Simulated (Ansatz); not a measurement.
# How far each method lies from full CI for HAlP, doublet

Geometry: a point of a breathe scan, not a stationary point.

```xyz
3

Al    0.0000    0.0000    0.1628
P     0.0000    0.0000   -1.6983
H     0.0000    0.0000    1.5355
```

Basis 6-31G; Ansatz 0.2.0. Correlated methods freeze the noble-gas cores, which leaves 9 electrons in 18 orbitals. Prefix R: restricted or restricted open-shell reference; prefix U: unrestricted. Active spaces: valence = (9e, 9o) chosen from the atoms' valence shells; pair = (3e, 3o) about the gap.

Full CI is exact within this basis and frozen core; it isn't the basis-set limit. The frozen core follows each run's orbitals, which can shift R against U totals by a few meV.

For open shells CISD and CISDTQ are restricted-active-space CI with the open shells as a complete middle space.

```
UHF ⟨S²⟩                          : 0.766
T1 diagnostic (RCCSD)             : 0.0243
largest doubles amplitude (RCCSD) : 0.096
T1 diagnostic (UCCSD)             : 0.0243
```

```json
{"level": "UHF", "E − E(RHF) (eV)": "-0.0224"}
{"level": "RMP2", "E − E(RHF) (eV)": "-1.9292"}
{"level": "UMP2", "E − E(RHF) (eV)": "-1.9264"}
{"level": "RCCSD", "E − E(RHF) (eV)": "-2.4080"}
{"level": "UCCSD", "E − E(RHF) (eV)": "-2.4093"}
{"level": "RCCSD(T)", "E − E(RHF) (eV)": "-2.4786"}
{"level": "UCCSD(T)", "E − E(RHF) (eV)": "-2.4782"}
```

Q: Estimate how far full CI in 6-31G lies from RCCSD(T). The table doesn't fix it; the size of (T) and the diagnostics are the guide.

A: Full CI in 6-31G lies 0.88 mEh below RCCSD(T), which is 34 % of the (T) step (-2.59 mEh). The diagnostics give no warning, yet the rest is a sizeable part of (T).

The other levels:

```
                   level  E − E(full CI) (mEh)  share of correlation (%)  wall time
                    CISD                  7.55                     91.79     0.75 s
                 BCCD(T)                  0.97                     98.95     0.96 s
                  RCCSDT                  0.10                     99.89          –
                  UCCSDT                  0.10                     99.90          –
                  CISDTQ                  0.30                     99.67      6.5 s
               RCCSDT(Q)                  0.02                     99.98      3.6 s
               UCCSDT(Q)                 -0.02                    100.02      3.5 s
                 RCCSDTQ                  0.00                    100.00       31 s
     CASSCF (pair space)                 78.09                     15.09          –
     MRCISD (pair space)                  5.98                     93.50          –
   MRCISD+Q (pair space)                  0.70                     99.24      1.2 s
  CASSCF (valence space)                 28.76                     68.73          –
  NEVPT2 (valence space)                  8.78                     90.46      3.4 s
  MRCISD (valence space)                  0.80                     99.13          –
MRCISD+Q (valence space)                  0.17                     99.82      4.8 s
```

The correlation energy at full CI, counted from RHF, is -2.502 eV. That run took 95 s on 1 thread of Arm Neoverse V1, shared host over 6,554,240 determinants.

Times hold each run's SCF and search for its determinant on a shared host, so for small cases they say little of a method's own cost; they ran on 1 thread of Arm Neoverse V1.

The full-CI state has the irrep B2 of C2v, in the program's axes (one component, if the state is degenerate).

Natural occupations of full CI about the gap: 1.981 1.968 1.958 1.932 0.985 0.063 0.041 0.027 0.011 0.010; effectively unpaired electrons, Σ n²(2−n)², 1.05.
